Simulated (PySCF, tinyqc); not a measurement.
FCI on RHF in the sto-3g basis, frozen core, for LiH, spin multiplicity 1, step by step. The lowest restricted solution is unstable here: a spin-polarised one lies 0.0390 hartree lower (PySCF). Computed by tinyqc, a small Python program that keeps every step (integrals from PySCF). Settings: charge = 0, multiplicity = 1, basis = sto-3g, method = RHF, frozen orbitals = 1, energy threshold = 1e-10, iteration cap = 53, orthogonalisation = symmetric, start = core, DIIS depth = 6, ci = FCI, davidson = 1. Command: `OMP_NUM_THREADS=1 python tinyqc.py 27731 27732 out.jsonl` (the two numbers bound the seeds that draw the settings). One thread of a shared host (Intel(R) Xeon(R) Processor @ 2.60GHz), about 0.1 s of CPU time with the checks. The early iterations of the SCF are left out here.

## One-electron integrals

Geometry (angstrom):

| atom | x | y | z |
|---|---|---|---|
| Li | 0.000000 | 0.000000 | 0.000000 |
| H | 0.000000 | 0.000000 | 2.619000 |

Basis sto-3g: exponents (1/bohr^2) and contraction coefficients of normalised primitives:

| element | l (shell) | exponent | coefficient |
|---|---|---|---|
| Li | s (1) | 16.119575 | 0.154329 |
| Li | s (1) | 2.936201 | 0.535328 |
| Li | s (1) | 0.794651 | 0.444635 |
| Li | s (2) | 0.636290 | -0.099967 |
| Li | s (2) | 0.147860 | 0.399513 |
| Li | s (2) | 0.048089 | 0.700115 |
| Li | p (3) | 0.636290 | 0.155916 |
| Li | p (3) | 0.147860 | 0.607684 |
| Li | p (3) | 0.048089 | 0.391957 |
| H | s (1) | 3.425251 | 0.154329 |
| H | s (1) | 0.623914 | 0.535328 |
| H | s (1) | 0.168855 | 0.444635 |

Overlap, kinetic and nuclear-attraction integrals over the contracted functions; the nuclear repulsion is the sum of Za Zb / Rab.

nuclear repulsion = 0.60615946 hartree

overlap S:
```
           1Li 1s    1Li 2s   1Li 2px   1Li 2py   1Li 2pz     2H 1s
1Li 1s   1.000000  0.241137  0.000000  0.000000  0.000000  0.005931
1Li 2s   0.241137  1.000000  0.000000  0.000000  0.000000  0.177407
1Li 2px  0.000000  0.000000  1.000000  0.000000  0.000000  0.000000
1Li 2py  0.000000  0.000000  0.000000  1.000000  0.000000  0.000000
1Li 2pz  0.000000  0.000000  0.000000  0.000000  1.000000  0.268820
2H 1s    0.005931  0.177407  0.000000  0.000000  0.268820  1.000000
```

kinetic energy T (hartree):
```
            1Li 1s     1Li 2s   1Li 2px   1Li 2py   1Li 2pz      2H 1s
1Li 1s    3.576786  -0.020237  0.000000  0.000000  0.000000  -0.003744
1Li 2s   -0.020237   0.102163  0.000000  0.000000  0.000000   0.001862
1Li 2px   0.000000   0.000000  0.319682  0.000000  0.000000   0.000000
1Li 2py   0.000000   0.000000  0.000000  0.319682  0.000000   0.000000
1Li 2pz   0.000000   0.000000  0.000000  0.000000  0.319682   0.019139
2H 1s    -0.003744   0.001862  0.000000  0.000000  0.019139   0.760032
```

nuclear attraction V (hartree):
```
            1Li 1s     1Li 2s    1Li 2px    1Li 2py    1Li 2pz      2H 1s
1Li 1s   -8.184935  -1.013066   0.000000   0.000000  -0.006011  -0.022493
1Li 2s   -1.013066  -1.405829   0.000000   0.000000  -0.067897  -0.249534
1Li 2px   0.000000   0.000000  -1.380304   0.000000   0.000000   0.000000
1Li 2py   0.000000   0.000000   0.000000  -1.380304   0.000000   0.000000
1Li 2pz  -0.006011  -0.067897   0.000000   0.000000  -1.427520  -0.381226
2H 1s    -0.022493  -0.249534   0.000000   0.000000  -0.381226  -1.832767
```

core Hamiltonian H = T + V (hartree):
```
            1Li 1s     1Li 2s    1Li 2px    1Li 2py    1Li 2pz      2H 1s
1Li 1s   -4.608148  -1.033303   0.000000   0.000000  -0.006011  -0.026237
1Li 2s   -1.033303  -1.303665   0.000000   0.000000  -0.067897  -0.247672
1Li 2px   0.000000   0.000000  -1.060623   0.000000   0.000000   0.000000
1Li 2py   0.000000   0.000000   0.000000  -1.060623   0.000000   0.000000
1Li 2pz  -0.006011  -0.067897   0.000000   0.000000  -1.107838  -0.362087
2H 1s    -0.026237  -0.247672   0.000000   0.000000  -0.362087  -1.072736
```

## Two-electron integrals

Functions are numbered as in S; the eight-fold symmetry (ij|kl) = (ji|kl) = (kl|ij) leaves the list below.

Two-electron integrals (ij|kl) in chemists' order, unique and non-zero (hartree):
```
(11|11) 1.680395   (21|11) 0.265420   (21|21) 0.049941   (22|11) 0.397727
(22|21) 0.092860   (22|22) 0.290562   (31|31) 0.008981   (32|31) 0.013788
(32|32) 0.064184   (33|11) 0.396640   (33|21) 0.092880   (33|22) 0.290497
(33|33) 0.312946   (41|41) 0.008981   (42|41) 0.013788   (42|42) 0.064184
(43|43) 0.016869   (44|11) 0.396640   (44|21) 0.092880   (44|22) 0.290497
(44|33) 0.279207   (44|44) 0.312946   (51|51) 0.008981   (52|51) 0.013788
(52|52) 0.064184   (53|53) 0.016869   (54|54) 0.016869   (55|11) 0.396640
(55|21) 0.092880   (55|22) 0.290497   (55|33) 0.279207   (55|44) 0.279207
(55|55) 0.312946   (61|11) 0.005927   (61|21) 0.001145   (61|22) 0.002250
(61|33) 0.002215   (61|44) 0.002215   (61|51) 0.000175   (61|52) 0.000350
(61|55) 0.002322   (61|61) 0.000031   (62|11) 0.045493   (62|21) 0.010901
(62|22) 0.040821   (62|33) 0.038356   (62|44) 0.038356   (62|51) 0.001557
(62|52) 0.012969   (62|55) 0.045709   (62|61) 0.000320   (62|62) 0.013873
(63|31) 0.000456   (63|32) 0.002906   (63|53) 0.001486   (63|63) 0.000546
(64|41) 0.000456   (64|42) 0.002906   (64|54) 0.001486   (64|64) 0.000546
(65|11) 0.066612   (65|21) 0.016009   (65|22) 0.060868   (65|33) 0.056818
(65|44) 0.056818   (65|51) 0.002396   (65|52) 0.020189   (65|55) 0.068904
(65|61) 0.000475   (65|62) 0.021721   (65|65) 0.034094   (66|11) 0.202049
(66|21) 0.048718   (66|22) 0.197395   (66|33) 0.182929   (66|44) 0.182929
(66|51) 0.006005   (66|52) 0.065373   (66|55) 0.226036   (66|61) 0.001407
(66|62) 0.092057   (66|65) 0.146426   (66|66) 0.774606
```

## Orthogonalisation

S = U s U^T; symmetric (Loewdin) form X = U s^(-1/2) U^T, so that X^T S X = 1.

eigenvalues of S: 0.642849  0.817181  1.000000  1.000000  1.177585  1.362385

X:
```
            1Li 1s     1Li 2s   1Li 2px   1Li 2py    1Li 2pz      2H 1s
1Li 1s    1.023207  -0.127522  0.000000  0.000000  -0.003433   0.014868
1Li 2s   -0.127522   1.036559  0.000000  0.000000   0.020117  -0.098122
1Li 2px   0.000000   0.000000  1.000000  0.000000   0.000000   0.000000
1Li 2py   0.000000   0.000000  0.000000  1.000000   0.000000   0.000000
1Li 2pz  -0.003433   0.020117  0.000000  0.000000   1.029369  -0.144016
2H 1s     0.014868  -0.098122  0.000000  0.000000  -0.144016   1.042570
```

## Iteration 8 (converged): orbitals

converged F (hartree):
```
            1Li 1s     1Li 2s   1Li 2px   1Li 2py    1Li 2pz      2H 1s
1Li 1s   -2.376453  -0.644928  0.000000  0.000000   0.012595  -0.016170
1Li 2s   -0.644928  -0.203483  0.000000  0.000000  -0.039911  -0.154914
1Li 2px   0.000000   0.000000  0.154995  0.000000   0.000000   0.000000
1Li 2py   0.000000   0.000000  0.000000  0.154995   0.000000   0.000000
1Li 2pz   0.012595  -0.039911  0.000000  0.000000   0.090272  -0.154680
2H 1s    -0.016170  -0.154914  0.000000  0.000000  -0.154680  -0.055503
```

Diagonalise F' = X^T F X, C = X C', fill 2 alpha and 2 beta electrons from the bottom; D = 2 C_occ C_occ^T. Each column has its largest component positive (the first on a tie).

F' = X^T F X (hartree):
```
           1          2         3         4          5          6
1  -2.323065  -0.359715  0.000000  0.000000   0.010668   0.028308
2  -0.359715  -0.057290  0.000000  0.000000  -0.005304  -0.153280
3   0.000000   0.000000  0.154995  0.000000   0.000000   0.000000
4   0.000000   0.000000  0.000000  0.154995   0.000000   0.000000
5   0.010668  -0.005304  0.000000  0.000000   0.139481  -0.175145
6   0.028308  -0.153280  0.000000  0.000000  -0.175145   0.017402
```

orbital energies (hartree): MO1 -2.378851, MO2 -0.200502, MO3 0.063423, MO4 0.154995, MO5 0.154995, MO6 0.292458

coefficients C:
```
               MO1        MO2        MO3       MO4        MO5        MO6
1Li 1s    0.991629  -0.150746  -0.217648  0.000000   0.000000  -0.100118
1Li 2s    0.032673   0.540159   0.800995  0.000000   0.000000   0.407821
1Li 2px   0.000000   0.000000   0.000000  0.997451  -0.071353   0.000000
1Li 2py   0.000000   0.000000   0.000000  0.071353   0.997451   0.000000
1Li 2pz  -0.004135   0.302151  -0.554108  0.000000   0.000000   0.826081
2H 1s    -0.002014   0.639017  -0.288747  0.000000   0.000000  -0.791088
```

D after iteration 8:
```
            1Li 1s     1Li 2s   1Li 2px   1Li 2py    1Li 2pz      2H 1s
1Li 1s    2.012105  -0.098054  0.000000  0.000000  -0.099296  -0.196653
1Li 2s   -0.098054   0.585678  0.000000  0.000000   0.326149   0.690210
1Li 2px   0.000000   0.000000  0.000000  0.000000   0.000000   0.000000
1Li 2py   0.000000   0.000000  0.000000  0.000000   0.000000   0.000000
1Li 2pz  -0.099296   0.326149  0.000000  0.000000   0.182625   0.386176
2H 1s    -0.196653   0.690210  0.000000  0.000000   0.386176   0.816693
```

Within a degenerate level the vectors are fixed only up to a rotation; this is one choice.

## Convergence

Stop when the energy changes by less than 1e-10 hartree and every element of the error matrix X^T (F D S - S D F) X is below 3e-06.

Course of the cycle:

| iteration | E (hartree) | change | largest element of the error matrix |
|---|---|---|---|
| 1 | -7.61390745 | - | 2.26e-01 |
| 2 | -7.75086012 | -1.37e-01 | 5.25e-02 |
| 3 | -7.75555306 | -4.69e-03 | 8.29e-03 |
| 4 | -7.75592695 | -3.74e-04 | 4.32e-03 |
| 5 | -7.75604859 | -1.22e-04 | 1.66e-04 |
| 6 | -7.75604860 | -1.34e-08 | 1.76e-05 |
| 7 | -7.75604860 | -2.39e-09 | 1.70e-06 |
| 8 | -7.75604860 | -7.38e-12 | 2.63e-07 |

PySCF RHF in the same basis = -7.75604860 hartree

Converged in 8 iterations.

## Integrals over molecular orbitals

(pq|rs) = sum C_ip C_jq C_kr C_ls (ij|kl), one index at a time.

one-electron integrals over orbitals h = C^T H C (hartree):
```
           1          2          3          4          5          6
1  -4.599496   0.097532   0.158038   0.000000   0.000000   0.047662
2   0.097532  -1.183358  -0.007631   0.000000   0.000000  -0.074038
3   0.158038  -0.007631  -1.069794   0.000000   0.000000  -0.009989
4   0.000000   0.000000   0.000000  -1.060623   0.000000   0.000000
5   0.000000   0.000000   0.000000   0.000000  -1.060623   0.000000
6   0.047662  -0.074038  -0.009989   0.000000   0.000000  -1.021824
```

Two-electron integrals over orbitals (pq|rs), unique and non-zero (hartree); the lowest 1 orbital is frozen and left out:
```
(22|22) 0.421885    (32|22) -0.073882   (32|32) 0.037450    (33|22) 0.214692
(33|32) 0.018528    (33|33) 0.313223    (42|42) 0.020941    (43|42) 0.022189
(43|43) 0.041212    (44|22) 0.226827    (44|32) 0.024431    (44|33) 0.274481
(44|44) 0.312946    (52|52) 0.020941    (53|52) 0.022189    (53|53) 0.041212
(54|54) 0.016869    (55|22) 0.226827    (55|32) 0.024431    (55|33) 0.274481
(55|44) 0.279207    (55|55) 0.312946    (62|22) -0.099697   (62|32) 0.059465
(62|33) 0.011602    (62|44) 0.046603    (62|55) 0.046603    (62|62) 0.131251
(63|22) 0.070075    (63|32) -0.031750   (63|33) -0.036842   (63|44) -0.015196
(63|55) -0.015196   (63|62) -0.048222   (63|63) 0.043318    (64|42) 0.016586
(64|43) 0.009441    (64|64) 0.017747    (65|52) 0.016586    (65|53) 0.009441
(65|65) 0.017747    (66|22) 0.385130    (66|32) -0.051775   (66|33) 0.242843
(66|44) 0.251062    (66|55) 0.251062    (66|62) -0.065841   (66|63) 0.047155
(66|66) 0.374780
```

## FCI: determinants and Hamiltonian

one-electron integrals dressed by the frozen orbital, h + 2 (pq|11) - (p1|1q) (hartree):
```
           2          3          4          5          6
2  -0.622387   0.073882   0.000000   0.000000   0.099697
3   0.073882  -0.328510   0.000000   0.000000  -0.080684
4   0.000000   0.000000  -0.277718   0.000000   0.000000
5   0.000000   0.000000   0.000000  -0.277718   0.000000
6   0.099697  -0.080684   0.000000   0.000000  -0.346551
```

energy of the frozen orbital, 2 h_11 + (11|11) = -7.53931842 hartree

Hartree-Fock energy = -7.75604860 hartree

Slater-Condon rules over spin orbitals, with the nuclear repulsion and the energy of the frozen orbital added and E(HF) subtracted on the diagonal. Only determinants linked to the reference directly or through others are kept (one block of an abelian symmetry group), so some states are absent.

Occupation strings over the orbitals (2 doubly, a alpha, b beta, 0 empty; spin orbitals ordered 1a 1b 2a 2b ...): 220000 2ab000 2a000b 2ba000 2b000a 202000 20a00b 200200 200020 20b00a 200002

H - E(HF) between determinants (hartree):
```
           220000     2ab000     2a000b     2ba000     2b000a     202000     20a00b     200200
220000   0.000000   0.000000   0.000000   0.000000   0.000000   0.037450   0.059465   0.020941
2ab000   0.000000   0.086684  -0.010609  -0.037450  -0.059465   0.092410  -0.031750   0.022189
2a000b   0.000000  -0.010609   0.239082  -0.059465  -0.131251  -0.031750   0.022107   0.016586
2ba000   0.000000  -0.037450  -0.059465   0.086684  -0.010609  -0.092410  -0.111299  -0.022189
2b000a   0.000000  -0.059465  -0.131251  -0.010609   0.239082   0.031750   0.048222  -0.016586
202000   0.037450   0.092410  -0.031750  -0.092410   0.031750   0.479093  -0.117526   0.041212
20a00b   0.059465  -0.031750   0.022107  -0.111299   0.048222  -0.117526   0.390672   0.009441
200200   0.020941   0.022189   0.016586  -0.022189  -0.016586   0.041212   0.009441   0.580400
200020   0.020941   0.022189   0.016586  -0.022189  -0.016586   0.041212   0.009441   0.016869
20b00a  -0.059465  -0.111299   0.048222  -0.031750   0.022107   0.117526  -0.043318  -0.009441
200002   0.131251  -0.048222   0.033857   0.048222  -0.033857   0.043318  -0.033528   0.017747

           200020     20b00a     200002
220000   0.020941  -0.059465   0.131251
2ab000   0.022189  -0.111299  -0.048222
2a000b   0.016586   0.048222   0.033857
2ba000  -0.022189  -0.031750   0.048222
2b000a  -0.016586   0.022107  -0.033857
202000   0.041212   0.117526   0.043318
20a00b   0.009441  -0.043318  -0.033528
200200   0.016869  -0.009441   0.017747
200020   0.580400  -0.009441   0.017747
20b00a  -0.009441   0.390672   0.033528
200002   0.017747   0.033528   0.504569
```

## FCI: roots

Diagonalise (each vector has its largest component positive (the first on a tie)); all determinants have Ms = 0, so triplets appear too. The lowest singlet root is the correlation energy.

lowest roots of this matrix, relative to E(HF) (hartree): -0.059915  -0.021941  0.018808  0.095345  0.344369  0.391528  0.431014  0.536870

lowest vectors:
```
           root 1    root 2     root 3     root 4
220000   0.912845  0.000000  -0.247555   0.000000
2ab000   0.122608  0.635998   0.585274  -0.151187
2a000b  -0.021008  0.234074  -0.143876   0.638332
2ba000  -0.122608  0.635998  -0.585274  -0.151187
2b000a   0.021008  0.234074   0.143876   0.638332
202000  -0.170079  0.000000  -0.337466   0.000000
20a00b  -0.184008  0.201781  -0.164007  -0.263961
200200  -0.015044  0.000000  -0.004764   0.000000
200020  -0.015044  0.000000  -0.004764   0.000000
20b00a   0.184008  0.201781   0.164007  -0.263961
200002  -0.196643  0.000000   0.210947   0.000000
```

<S^2> of these roots: 0.000000  2.000000  0.000000  2.000000  0.000000  0.000000  2.000000  0.000000

weight of the ground state by excitation level 0, 1, 2, ...: 0.833286  0.030948  0.135766

The reference has a weight of only 0.83: one determinant is a poor start here. A root of higher spin lies below E(HF).

## The lowest root by the Davidson method

Start from the reference; add the residual divided by (theta - H_ii), orthogonalised, at each step.

Davidson iterations:

| iteration | subspace | lowest Ritz value (hartree) | residual norm |
|---|---|---|---|
| 1 | 1 | 0 | 1.63e-01 |
| 2 | 2 | -0.05545059 | 2.75e-02 |
| 3 | 3 | -0.05802677 | 2.25e-02 |
| 4 | 4 | -0.05967857 | 9.48e-03 |
| 5 | 5 | -0.05990675 | 2.29e-03 |
| 6 | 6 | -0.05991530 | 4.52e-05 |
| 7 | 7 | -0.05991530 | 6.48e-17 |
